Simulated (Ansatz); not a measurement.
# Scan of [NH₂···H···Br], doublet

Starting geometry:

```xyz
5

N    -2.3544   -0.0059   -0.0092
H    -2.6517    0.9620   -0.0092
H    -2.6517   -0.4082    0.8711
H    -1.3420   -0.0059   -0.0092
Br    0.4965   -0.0059   -0.0092
```

From there H4 is moved from one fragment to the other while all else, the fragments' distance too, stays fixed; atoms are numbered as listed. Energies are in eV, counted from the starting geometry at the same level. Kohn–Sham curves are unrestricted where that lies lower.

Basis cc-pVDZ; Ansatz 0.2.0. Only valence electrons are correlated (noble-gas cores and the filled d shells of p-block atoms frozen). Prefix R: restricted or restricted open-shell reference; prefix U: unrestricted. No spin–orbit coupling is included, and no scalar relativity.

Full CI isn't at hand for all of this; UCCSDT(Q) serves as the reference, and is uncertain by about the last step of the cluster series. The frozen core follows each run's orbitals, which can shift R against U totals by a few meV for light atoms and by up to 0.1 eV past Ca.

| distance N1-H4 (Å) | UCCSDT(Q) | curve A | curve B | curve C | curve D |
| --- | --- | --- | --- | --- | --- |
| 0.942 | 0.152 | 0.150 | 0.042 | 0.216 | 0.133 |
| 1.012 | 0.000 | 0.000 | 0.000 | 0.000 | 0.000 |
| 1.057 | 0.012 | 0.014 | 0.085 | -0.030 | 0.027 |
| 1.101 | 0.071 | 0.075 | 0.211 | -0.010 | 0.097 |
| 1.145 | 0.151 | 0.156 | 0.339 | 0.041 | 0.172 |
| 1.189 | 0.233 | 0.255 | 0.425 | 0.106 | 0.505 |
| 1.233 | 0.305 | 0.323 | 0.446 | 0.178 | 0.531 |
| 1.277 | 0.362 | 0.375 | 0.430 | 0.250 | 0.536 |
| 1.321 | 0.407 | 0.416 | 0.405 | 0.324 | 0.539 |

Q: The curves come from RCCSD(T), RMP2, UHF, r2SCAN. Compare each with UCCSDT(Q) and say which is which.

A: A: RCCSD(T), B: UHF, C: r2SCAN, D: RMP2. Spread of the error against UCCSDT(Q), over the points where both stand: A 0.025, B 0.303, C 0.191, D 0.291 eV. 

In so small a basis the reference is far from its limit while semilocal and hybrid functionals are nearer theirs, so the functionals' errors here hold much of the reference's basis and frozen-core error, which can add to them or hide them.
